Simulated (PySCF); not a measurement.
# Solver options tried on HF

Aim: find out which solver settings change the answer for HF.

Program: PySCF 2.14.0. Level of theory: each script names its method and basis. These are calculated values, not measurements.

## 1. The starting structure

HF: 2 atoms, charge 0, spin multiplicity 1.

Bond lengths: H1–F2 0.935 Å.

## 2. Base script

The input, input.py:

```python
from pyscf import gto, dft, tdscf

mol = gto.M(
    atom='H 0 0 0; F 0 0 0.935',
    basis='def2-svp',
    charge=0,
    spin=0,
    verbose=4,
)
mf = dft.UKS(mol, xc='scan')
mf.kernel()
td = tdscf.TDDFT(mf)
td.nstates = 8
td.kernel()
td.analyze()
mf.dip_moment()
print('orbital energies (hartree):', [e[max(0, n-3):n+3].round(4) for e, n in zip(mf.mo_energy, mol.nelec)])
```

On the command line:

```console
$ OMP_NUM_THREADS=1 python input.py
```

The log of this run is left out.

In short: E(SCF) = -100.322482 Eh, 7 cycles, μ = 1.88 D, excitations 10.10, 10.10, 10.97, 10.97, 12.70 eV.

The bond length is a typed value, not an optimised one.

## 3. Level shift 0.3 hartree

Run 1 changes level shift: none → 0.3 hartree.

The input, input.py:

```python
from pyscf import gto, dft, tdscf

mol = gto.M(
    atom='H 0 0 0; F 0 0 0.935',
    basis='def2-svp',
    charge=0,
    spin=0,
    verbose=4,
)
mf = dft.UKS(mol, xc='scan')
mf.level_shift = 0.3
mf.kernel()
td = tdscf.TDDFT(mf)
td.nstates = 8
td.kernel()
td.analyze()
mf.dip_moment()
print('orbital energies (hartree):', [e[max(0, n-3):n+3].round(4) for e, n in zip(mf.mo_energy, mol.nelec)])
```

On the command line:

```console
$ OMP_NUM_THREADS=1 python input.py
```

## 4. Initial guess sap

Run 2 changes initial guess: minao → sap.

Changes to input.py since step 2:

```diff
@@ -10,2 +10,3 @@
 mf = dft.UKS(mol, xc='scan')
+mf.init_guess = 'sap'
 mf.kernel()
```

## 5. Smearing width 0.01 hartree

Run 3 changes smearing width: none → 0.01 hartree; step after the SCF: tddft → none.

Changes to input.py since step 2:

```diff
@@ -1,2 +1,2 @@
-from pyscf import gto, dft, tdscf
+from pyscf import gto, dft, scf
 
@@ -10,7 +10,4 @@
 mf = dft.UKS(mol, xc='scan')
+mf = scf.addons.smearing_(mf, sigma=0.01, method='fermi')
 mf.kernel()
-td = tdscf.TDDFT(mf)
-td.nstates = 8
-td.kernel()
-td.analyze()
 mf.dip_moment()
```

## 6. Point-group symmetry on

Run 4 changes point-group symmetry: off → on.

Changes to input.py since step 2:

```diff
@@ -7,2 +7,3 @@
     spin=0,
+    symmetry=True,
     verbose=4,
```

Before running it: what results should come out? Wanted: for each run, E(SCF); from base; gap; SCF dipole; after the SCF.

As calculated:

```csv
run,E(SCF) (hartree),from base (eV),cycles,gap (eV),SCF dipole (D),after the SCF
base,-100.322482,0,7,10.97,1.88,lowest root found 10.10 eV
level shift 0.3 hartree,-100.322482,0.0000,10,10.97,1.88,lowest root found 10.10 eV
initial guess sap,-100.322482,0.0000,8,10.97,1.88,lowest root found 10.10 eV
smearing width 0.01 hartree,-100.322482,0.0000,7,n/a,1.88,n/a
point-group symmetry on,-100.322482,0.0000,7,10.97,1.88,lowest root found 10.10 eV
```

Distance from each run's final energy (log10 hartree) by cycle:

```csv
run,cycle 1,cycle 2,cycle 3,cycle 5,cycle 8,cycle 12
base,-1.3,-1.0,-4.8,-7.3,done,done
level shift 0.3 hartree,-1.3,-1.5,-2.9,-5.6,-8.3,done
initial guess sap,-1.6,-1.5,-3.4,-7.2,< -11,done
smearing width 0.01 hartree,-1.3,-1.0,-4.8,-7.3,done,done
point-group symmetry on,-1.3,-1.0,-4.8,-7.3,done,done
```

The SCF energy stays the same, to the digits that matter, with level shift 0.3 hartree or initial guess sap or smearing width 0.01 hartree or point-group symmetry on. The base needs 7 cycles and the run with level shift 0.3 hartree needs 10.
